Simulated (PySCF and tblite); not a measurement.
The numbers below are computed, except where a source is named.
n-hexane, C6H14, numbered as in [CH3:1][CH2:2][CH2:3][CH2:4][CH2:5][CH3:6]. Search: ETKDG and KDG, MMFF94s, GFN2-xTB, 150 starts; geometries at PBE0-D3(BJ)/def2-SVP. Free energies are B3LYP-D3(BJ)/def2-TZVP (IEF-PCM, chloroform) single points with GFN2-xTB rigid-rotor and vibrational terms (modes under about 100 cm⁻¹ blended into free rotors). Symmetry numbers and mirror images are counted. Conformers within 3 kcal/mol (GFN2-xTB free energy) were kept, 8 at most. GIAO shieldings: PBE0/pcSseg-1 (IEF-PCM, chloroform). Shifts are against TMS (¹H), TMS (¹³C) at the same level. Codes: tblite and PySCF.

Torsions listed: C1–C2–C3–C4, C2–C3–C4–C5, C3–C4–C5–C6. Of a mirror pair one member is shown.

```tsv
conformer	shape	point group	mirror pair	ΔE(DFT)	Δ(G−E) at 350 K	δ C3/C4 (ppm)
1	180°, 180°, 180°	C2h	no	0.00	0.00	37.1
2	-64°, -177°, 180°	C1	yes	0.56	0.10	34.3
3	-177°, -65°, -177°	C2	yes	0.56	0.19	35.4
4	176°, 59°, 59°	C1	yes	0.89	0.45	31.0
5	65°, 174°, 65°	C2	yes	1.10	0.31	31.7
6	66°, 180°, -66°	Ci	no	1.20	0.17	31.0
7	61°, -92°, 179°	C1	yes	2.57	0.45	33.4
8	174°, 62°, -89°	C1	yes	2.63	0.37	35.4
```

Energies in kcal/mol; the thermal term leaves out symmetry numbers and mirror images.

Problem. Work out the weights at 350 K and the ¹³C shift of C3/C4 under fast exchange.

Solution. RT = 0.696 kcal/mol. Each conformer gets RT ln(σ/g), with σ the rotational symmetry number and g = 2 for a mirror pair: 1: σ = 2, g = 1, G = 0.00 + 0.00 + 0.48 = 0.48, 0.31 above the lowest, exp(−ΔG/RT) = 0.645; 2: σ = 1, g = 2, G = 0.56 + 0.10 − 0.48 = 0.18, 0.00 above the lowest, exp(−ΔG/RT) = 1.000; 3: σ = 2, g = 2, G = 0.56 + 0.19 + 0.00 = 0.75, 0.57 above the lowest, exp(−ΔG/RT) = 0.438; 4: σ = 1, g = 2, G = 0.89 + 0.45 − 0.48 = 0.85, 0.68 above the lowest, exp(−ΔG/RT) = 0.378; 5: σ = 2, g = 2, G = 1.10 + 0.31 + 0.00 = 1.41, 1.23 above the lowest, exp(−ΔG/RT) = 0.170; 6: σ = 1, g = 1, G = 1.20 + 0.17 + 0.00 = 1.37, 1.20 above the lowest, exp(−ΔG/RT) = 0.179; 7: σ = 1, g = 2, G = 2.57 + 0.45 − 0.48 = 2.54, 2.37 above the lowest, exp(−ΔG/RT) = 0.033; 8: σ = 1, g = 2, G = 2.63 + 0.37 − 0.48 = 2.52, 2.34 above the lowest, exp(−ΔG/RT) = 0.034. The sum is 2.878, so the weights are 22.4, 34.7, 15.2, 13.1, 5.9, 6.2, 1.2, 1.2 %. The averaged shift is 34.3 ppm. At 298.15 K it is 34.5 ppm. At 298.15 K the leading conformer alone gives 34.3 ppm and bare DFT energies give 35.0 ppm.

For its torsions the set is small; conformers may be missing.
